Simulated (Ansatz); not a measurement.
Relaxation of H7NSSi (10 atoms, charge 0, multiplicity 1), to a largest force component of 0.03 eV/Å in at most 50 steps.

Method: Ansatz, RKS B3LYP/def2-SVP.

```xyz
10
Properties=species:S:1:pos:R:3:forces:R:3
Si -0.630 -0.974 0.228 -0.68 -0.44 -0.76
S 2.251 0.900 -0.242 0.16 0.19 0.08
H 0.291 -1.891 -0.504 0.00 0.00 0.00
H -1.829 -1.731 0.699 0.00 0.00 0.00
N -1.207 0.269 -0.829 -0.02 0.04 -0.01
H 1.751 0.232 0.830 0.15 0.11 -0.11
H 0.092 -0.549 1.415 0.35 0.23 0.85
H 1.878 2.099 0.272 0.04 -0.10 -0.04
H -2.066 0.762 -0.601 0.02 -0.01 -0.01
H -0.529 0.884 -1.269 -0.02 -0.01 0.01
```

Task: Where does it end, and by what steps?

Result: The forces met the threshold. The force dipped under the threshold on the way, but the program's further checks kept it going. After 27 steps the energy has fallen by 0.143 eV; H6 moved furthest, 1.46 Å.

```json
{"step": "0", "energy less start (eV)": "0.0000", "largest force component (eV/Å)": "0.851", "accepted": "yes"}
{"step": "1", "energy less start (eV)": "-0.0876", "largest force component (eV/Å)": "0.279", "accepted": "yes"}
{"step": "2", "energy less start (eV)": "-0.1103", "largest force component (eV/Å)": "0.100", "accepted": "yes"}
{"step": "3", "energy less start (eV)": "-0.1175", "largest force component (eV/Å)": "0.275", "accepted": "yes"}
{"step": "4", "energy less start (eV)": "-0.1229", "largest force component (eV/Å)": "0.047", "accepted": "yes"}
{"step": "5", "energy less start (eV)": "-0.1243", "largest force component (eV/Å)": "0.189", "accepted": "yes"}
{"step": "6", "energy less start (eV)": "-0.1270", "largest force component (eV/Å)": "0.166", "accepted": "yes"}
{"step": "7", "energy less start (eV)": "-0.1294", "largest force component (eV/Å)": "0.209", "accepted": "yes"}
{"step": "8", "energy less start (eV)": "-0.1243", "largest force component (eV/Å)": "0.478", "accepted": "no"}
{"step": "9", "energy less start (eV)": "-0.1318", "largest force component (eV/Å)": "0.027", "accepted": "yes"}
{"step": "10", "energy less start (eV)": "-0.1326", "largest force component (eV/Å)": "0.169", "accepted": "yes"}
{"step": "11", "energy less start (eV)": "-0.1318", "largest force component (eV/Å)": "0.325", "accepted": "no"}
{"step": "12", "energy less start (eV)": "-0.1343", "largest force component (eV/Å)": "0.032", "accepted": "yes"}
{"step": "13", "energy less start (eV)": "-0.1354", "largest force component (eV/Å)": "0.053", "accepted": "yes"}
{"step": "14", "energy less start (eV)": "-0.1363", "largest force component (eV/Å)": "0.157", "accepted": "yes"}
{"step": "15", "energy less start (eV)": "-0.1372", "largest force component (eV/Å)": "0.112", "accepted": "yes"}
{"step": "16", "energy less start (eV)": "-0.1382", "largest force component (eV/Å)": "0.124", "accepted": "yes"}
{"step": "17", "energy less start (eV)": "-0.1387", "largest force component (eV/Å)": "0.189", "accepted": "yes"}
{"step": "18", "energy less start (eV)": "-0.1394", "largest force component (eV/Å)": "0.155", "accepted": "yes"}
{"step": "19", "energy less start (eV)": "-0.1406", "largest force component (eV/Å)": "0.005", "accepted": "yes"}
{"step": "20", "energy less start (eV)": "-0.1413", "largest force component (eV/Å)": "0.065", "accepted": "yes"}
{"step": "21", "energy less start (eV)": "-0.1399", "largest force component (eV/Å)": "0.278", "accepted": "no"}
{"step": "22", "energy less start (eV)": "-0.1402", "largest force component (eV/Å)": "0.185", "accepted": "no"}
{"step": "23", "energy less start (eV)": "-0.1416", "largest force component (eV/Å)": "0.006", "accepted": "yes"}
{"step": "24", "energy less start (eV)": "-0.1424", "largest force component (eV/Å)": "0.072", "accepted": "yes"}
{"step": "25", "energy less start (eV)": "-0.1410", "largest force component (eV/Å)": "0.275", "accepted": "no"}
{"step": "26", "energy less start (eV)": "-0.1386", "largest force component (eV/Å)": "0.188", "accepted": "no"}
{"step": "27", "energy less start (eV)": "-0.1428", "largest force component (eV/Å)": "0.024", "accepted": "yes"}
```

```xyz
10
Properties=species:S:1:pos:R:3
Si -0.981 -1.148 0.368
S 2.299 1.734 -0.535
H 0.165 -2.026 -0.017
H -2.259 -1.915 0.297
N -1.067 0.163 -0.762
H 2.730 0.490 -0.222
H -0.771 -0.787 1.813
H 2.004 2.015 0.755
H -1.894 0.754 -0.771
H -0.228 0.719 -0.926
```

The run took 52 s on 2 threads of Arm Neoverse V1, with other jobs on the host, peak memory 0.16 GiB.
